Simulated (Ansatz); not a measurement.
Geometry optimisation, Ansatz 0.2.0, RKS B3LYP/def2-SVP.

The input (input.yaml):

```yaml
crystal:
  periodic: [false, false, false]
  atoms:
    - { symbol: B, position_ang: [0.059174, -0.204859, 0.280208] }
    - { symbol: "N", position_ang: [0.087769, -0.334611, 1.749442] }
    - { symbol: H, position_ang: [-0.732985, -0.59532, 2.281078] }
    - { symbol: H, position_ang: [0.951095, -0.349096, 2.28006] }
    - { symbol: H, position_ang: [1.110004, -0.1565, -0.30347] }
    - { symbol: H, position_ang: [-1.003292, -0.272531, -0.282677] }
    - { symbol: O, position_ang: [-0.361497, 2.366547, 0.474177] }
    - { symbol: H, position_ang: [-1.292317, 2.303834, 0.221022] }
    - { symbol: H, position_ang: [-0.327552, 1.842237, 1.307959] }
basis:
  gaussian: { orbitals: def2-SVP }
hamiltonian:
  xc: b3lyp
relax:
  f_tol: 0.03
  max_steps: 50
```

Command:

```bash
$ ansatz run input.yaml --threads 1 --pin off --max-ram 2048MiB --backend cpu --events-out ev --progress --plain --runs-dir out
```

Task: Where does it end, and by what steps?

Result: It converged. After 10 steps the energy has fallen by 0.136 eV; O7 moved furthest, 0.27 Å.

```tsv
step	energy less start (eV)	largest force component (eV/Å)	accepted
0	0.0000	2.334	yes
1	-0.0769	1.075	yes
2	-0.1090	0.966	yes
3	-0.1113	0.367	yes
4	-0.0905	1.313	no
5	-0.1336	0.097	yes
6	-0.1346	0.065	yes
7	-0.1354	0.061	yes
8	-0.1357	0.040	yes
9	-0.1321	0.289	no
10	-0.1360	0.025	yes
```

```xyz
9
Properties=species:S:1:pos:R:3
B 0.080 -0.344 0.297
N 0.085 -0.375 1.694
H -0.742 -0.562 2.250
H 0.936 -0.319 2.244
H 1.120 -0.208 -0.293
H -0.971 -0.482 -0.280
O -0.415 2.591 0.605
H -1.292 2.418 0.235
H -0.310 1.881 1.255
```

Whether the end is a true minimum wasn't checked by a vibrational analysis.

Time of the run: 26 s on 1 thread of Arm Neoverse V1 (shared host), peak memory 0.14 GiB.
